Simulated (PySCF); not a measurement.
Method: PBE-D3(BJ)/def2-TZVP // B3LYP-D3(BJ)/def2-TZVP (PySCF). Isolated molecules, 0 K electronic values unless said otherwise. One relaxed conformer stands for a flexible species; it need not be the lowest. Delta-SCF ions had no search for a lower state. Excitations are Tamm–Dancoff values on a coarser integration grid. The basis has no diffuse functions, so Rydberg states are missing or too high.

Reference species (SMILES): `C=C` (neutral, multiplicity 1).

The vertical ionisation energy (Delta-SCF) is 10.68 eV and the S1–T1 gap (TDA) is 3.16 eV.

Changed species: `C=CCC#N` (X = cyanomethyl; the reference has X = H).

Problem. What does the change do to the vertical ionisation energy (Delta-SCF) and S1–T1 gap (TDA)?

Solution. the vertical ionisation energy (Delta-SCF) decreases by 0.34 eV, to 10.34 eV; the S1–T1 gap (TDA) decreases by 1.10 eV, to 2.06 eV.
